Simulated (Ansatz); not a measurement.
**NO2F (nitryl fluoride): levels of theory compared**

Wanted: a comparison of 6 runs (CAM-B3LYP/STO-3G, UB3LYP/STO-3G, r2SCAN/STO-3G, RPA@PBE/STO-3G, BCCD(T)/STO-3G, CCSDT/STO-3G) of NO2F (nitryl fluoride). 

The results are computed with Ansatz 0.2.0.

58 further runs of the same task are left out: 10 that didn't finish, 48 set aside as unsound or not needed.

**1. The system as given**

NO2F has 4 atoms, charge 0, and is taken as a singlet. As SMILES, `O=[N+]([O-])F`. The N2–O1 distance was set to 1.718 Å, away from the relaxed value.

Bond lengths: N2–O3 1.145 Å. A long bond or contact: N2–F4 1.545 Å.

**2. The energy at CAM-B3LYP/STO-3G (run 1)**

The input, molecule.yaml:

```yaml
crystal:
  periodic: [false, false, false]
  atoms:
    - {symbol: O, position_ang: [0.228258, 0.748066, 1.612517]}
    - {symbol: "N", position_ang: [0.109710, -0.098240, 0.122020]}
    - {symbol: O, position_ang: [0.475520, -1.064170, -0.373030]}
    - {symbol: F, position_ang: [-0.773970, 0.696460, -0.864650]}
basis:
  gaussian:
    orbitals: STO-3G
hamiltonian:
  xc: {name: CAM-B3LYP}
accuracy: high
```

Command:

```bash
$ ansatz run molecule.yaml --threads 1 --pin off --max-ram 2610MiB --events-out events.jsonl --progress --plain --runs-dir runs
```

What it wrote:

```text
Warning: RAYON_NUM_THREADS=1 ignored (pool sized by the plan → 1); use --threads N
Functional definition: CAM-B3LYP
  name "CAM-B3LYP"
  parameter alpha = 0.19
  parameter beta = 0.46
  parameter omega = 0.33/bohr
  parameter ac = 0.81
  exchange = (1 - alpha - beta)*b88_x + beta*b88_x_sr(omega) + alpha*exact_x + beta*exact_x_lr(omega)
  correlation = (1 - ac)*vwn5_c + ac*lyp_c
364 factors; integrals over basis functions are off by at most 3.8e-8 eV
159 factors; integrals over basis functions are off by at most 1.3e-9 eV
mean field evaluation 1: about -8163.1988 eV, gradient 5.4e1 eV
mean field evaluation 2: about -8014.3406 eV, gradient 1.4e2 eV
mean field evaluation 4: about -8166.6393 eV, gradient 4.1e1 eV
mean field evaluation 8: about -8169.8277 eV, gradient 2.9e1 eV
mean field evaluation 16: about -8173.6648 eV, gradient 1.6e-8 eV
mean field -8173.66475392 eV, -300.3766393976 hartree, gradient 1.4e-8 eV, S^2 0.000000; 0 other end points of the search recorded, 0 dependent functions left out
reference -8173.66476202 eV, -300.3766396952 hartree; 16, 16 occupied and 4, 4 virtual orbitals, 364 factors
Total energy: -8173.66476202 eV, -300.3766396952 hartree
```

It took 1.4 s on 1 thread of Arm Neoverse V1, shared host; peak memory 0.092 GiB.

**3. The energy at UB3LYP/STO-3G (run 2)**

molecule.yaml: that of step 2 with these lines changed.

```diff
@@ -8,6 +8,5 @@
 basis:
-  gaussian:
-    orbitals: STO-3G
-hamiltonian:
-  xc: {name: CAM-B3LYP}
+  gaussian: {orbitals: STO-3G}
+magnetization: {spin_polarized: true}
+hamiltonian: {xc: {name: B3LYP}}
 accuracy: high
```

Command:

```bash
$ ansatz run molecule.yaml --threads 1 --pin off --max-ram 2610MiB --events-out events.jsonl --progress --plain --runs-dir runs
```

What it wrote:

```text
Warning: RAYON_NUM_THREADS=1 ignored (pool sized by the plan → 1); use --threads N
Functional definition: B3LYP
  name "B3LYP"
  parameter a0 = 0.2
  parameter ax = 0.72
  parameter ac = 0.81
  exchange = (1 - a0 - ax)*slater_x + ax*b88_x + a0*exact_x
  correlation = (1 - ac)*vwn_rpa_c + ac*lyp_c
364 factors; integrals over basis functions are off by at most 3.8e-8 eV
mean field evaluation 1: about -8168.0191 eV, gradient 3.5e1 eV
mean field evaluation 2: about -7998.3301 eV, gradient 7.2e1 eV
mean field evaluation 4: about -8139.4478 eV, gradient 6.0e1 eV
mean field evaluation 8: about -8177.0830 eV, gradient 2.1e-1 eV
mean field evaluation 16: about -8177.1229 eV, gradient 1.1e0 eV
mean field evaluation 32: about -8177.1559 eV, gradient 1.1e-8 eV
mean field evaluation 64: about -8177.0616 eV, gradient 2.0e0 eV
mean field -8177.15590237 eV, -300.5049367368 hartree, gradient 3.1e-8 eV, S^2 0.400831; 9 other end points of the search recorded, 0 dependent functions left out
reference -8177.15591910 eV, -300.5049373515 hartree; 16, 16 occupied and 4, 4 virtual orbitals, 364 factors
Total energy: -8177.15591910 eV, -300.5049373515 hartree
```

Run time: 7.2 s. Hardware: 1 thread of Arm Neoverse V1, shared host; peak memory 0.12 GiB.

Runs 3 to 5 aren't shown in full; the table further down has their settings and results.

**4. The energy at CCSDT/STO-3G (run 6)**

The input, molecule.yaml:

```yaml
crystal:
  periodic: [false, false, false]
  atoms:
    - symbol: O
      position_ang: [0.228258, 0.748066, 1.612517]
    - symbol: N
      position_ang: [0.109710, -0.098240, 0.122020]
    - symbol: O
      position_ang: [0.475520, -1.064170, -0.373030]
    - symbol: F
      position_ang: [-0.773970, 0.696460, -0.864650]
basis:
  gaussian: {orbitals: STO-3G}
magnetization: {spin_polarized: false}
correlation: {method: ccsdt, frozen_orbitals: {F: 1, "N": 1, O: 1}}
accuracy: high
scf: {omitted_lower_state_checks: [cluster_reference, increment]}
```

Command:

```bash
$ ansatz run molecule.yaml --threads 1 --pin off --max-ram 2610MiB --events-out events.jsonl --progress --plain --runs-dir runs
```

What it wrote:

```text
Warning: RAYON_NUM_THREADS=1 ignored (pool sized by the plan → 1); use --threads N
[... 13 lines left out ...]
4 core orbitals not correlated: weight in the atoms' cores, before any rotation towards them, 1.000 or more for the frozen orbitals, at most 0.000 for the correlated occupied ones
[... 61 lines left out ...]
Total energy: -8148.28738273 eV, -299.4440382078 hartree
Checks for a lower state left out: cluster_reference, increment
```

Run time: 0.97 s. Hardware: 1 thread of Arm Neoverse V1, shared host.

**5. Overview of the runs**

| run | level | frozen core orbitals | energy (Eh) | wall time |
| --- | --- | --- | --- | --- |
| 1 | CAM-B3LYP/STO-3G | – | -300.376640 | 1.4 s |
| 2 | UB3LYP/STO-3G | – | -300.504937 | 7.2 s |
| 3 | r2SCAN/STO-3G | – | -300.455779 | 2.6 s |
| 4 | RPA@PBE/STO-3G | 4 | -299.555895 | 2 s |
| 5 | BCCD(T)/STO-3G | 4 | -299.430373 | 0.34 s |
| 6 | CCSDT/STO-3G | 4 | -299.444038 | 0.97 s |

**6. Outcome**

```
                                          quantity          value
                               run 6: total energy  -299.44404 Eh
run 6: correlation energy (4 core orbitals frozen)     -261.1 mEh
                              run 6: T1 diagnostic          0.081
```

**Reading.** Totals of different functionals can't be ranked against each other. In runs 4, 5, 6 the log says that unrestricted orbitals would lower the reference, so the values rest on an unstable closed-shell determinant (other closed-shell runs at this shape may share the fault). In runs 1, 2, 3, 4, 5, 6 the basis is minimal, so the values are rough. Spin contamination of the reference: run 2 ⟨S²⟩ = 0.40. All runs together took 15 s, the longest 7.2 s.
